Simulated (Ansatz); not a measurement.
A CCSD(T) single point on `FBS`.

```yaml
crystal:
  periodic: [false, false, false]
  atoms:
    - {symbol: F, position_ang: [-1.119107, -0.905887, -1.069200]}
    - {symbol: B, position_ang: [-0.412799, -0.339131, -0.106107]}
    - {symbol: S, position_ang: [0.972370, 0.698626, -0.579391]}
    - {symbol: H, position_ang: [-0.712014, -0.530924, 1.033689]}
    - {symbol: H, position_ang: [1.321449, 1.003717, 0.679609]}
basis:
  gaussian: {orbitals: def2-SVP}
correlation: {method: ccsd_t}
```

```sh
$ ansatz run in.yaml --threads 2 --pin off --events-out ev --progress --plain
```

Log, shortened:

```
Functional definition: HF
534 factors; integrals over basis functions are off by at most 1.1e-3 eV
mean field evaluation 1: about -14221.2605 eV, gradient 2.4e1 eV
mean field evaluation 2: about -14221.2645 eV, gradient 2.4e1 eV
mean field evaluation 4: about -14222.7176 eV, gradient 2.4e0 eV
mean field evaluation 8: about -14222.7419 eV, gradient 1.5e-4 eV
mean field -14222.74192919 eV, -522.6761253769 hartree, gradient 1.5e-6 eV, S^2 0.000000; 0 other end points of the search recorded, 0 dependent functions left out
7 core orbitals not correlated: weight in the atoms' cores, before any rotation towards them, 1.000 or more for the frozen orbitals, at most 0.000 for the correlated occupied ones
reference -14222.74192919 eV, -522.6761253769 hartree; 9, 9 occupied and 40, 40 virtual orbitals, 534 factors
second order -10.90829824 eV of doubles, -0.00000000 eV of singles
cycle   1  -11.32458886 eV  change   -4.2e-1 eV  update   8.2e-2
cycle   2  -11.60174646 eV  change   -2.8e-1 eV  update   2.4e-2
cycle   3  -11.67441677 eV  change   -7.3e-2 eV  update   1.4e-2
cycle   4  -11.67186035 eV  change    2.6e-3 eV  update   3.6e-3
cycle   5  -11.66929559 eV  change    2.6e-3 eV  update   1.3e-3
cycle   6  -11.66933687 eV  change   -4.1e-5 eV  update   4.5e-4
cycle   7  -11.66924877 eV  change    8.8e-5 eV  update   1.3e-4
cycle   8  -11.66923397 eV  change    1.5e-5 eV  update   5.6e-5
cycle   9  -11.66925328 eV  change   -1.9e-5 eV  update   2.3e-5
cycle  10  -11.66925177 eV  change    1.5e-6 eV  update   7.2e-6
perturbative correction -0.27172212 eV, -0.0099856038 hartree
Total energy: -14234.68290308 eV, -523.1149480735 hartree
```

Hardware: 2 threads of a server CPU on a shared host. Wall time 0.35 s, peak host memory 0.13 GiB.

MP2 recovers 91.4 % of the CCSD(T) correlation energy and the triples give 2.3 %; T1 = 0.0143.
